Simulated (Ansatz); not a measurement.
Mulliken charges of CH$_{5}$OSi (`C[SiH]O`) radical from r2SCAN/def2-TZVPP in Ansatz (PBE0-D4/def2-TZVP geometry).

```tsv
atom	x (Å)	y (Å)	z (Å)	charge (e)
C1	-0.688	0.902	-0.099	-0.289
Si2	0.670	-0.323	-0.458	0.362
O3	0.201	-1.754	0.235	-0.401
H4	-1.629	0.589	-0.557	0.081
H5	-0.425	1.887	-0.491	0.072
H6	-0.842	0.986	0.981	0.080
H7	1.975	0.133	0.129	-0.104
H8	0.829	-2.477	0.205	0.198
```

Question: By hand: the dipole of these point charges (1 e Å = 4.8032 D).

Answer: Σ q r = (0.090, 0.084, -0.206) e Å, of length 0.240 e Å = 1.15 D.

Question: How does the dipole of the full density compare? (Estimate.)

Answer: Computed: (0.080, -0.040, 0.002) e Å, 0.43 D; the point charges give 2.67 times that, at 81° from its direction.

Point charges leave out the atoms' own dipoles, such as those of lone pairs, and Mulliken's split depends on the basis, so the two needn't agree.
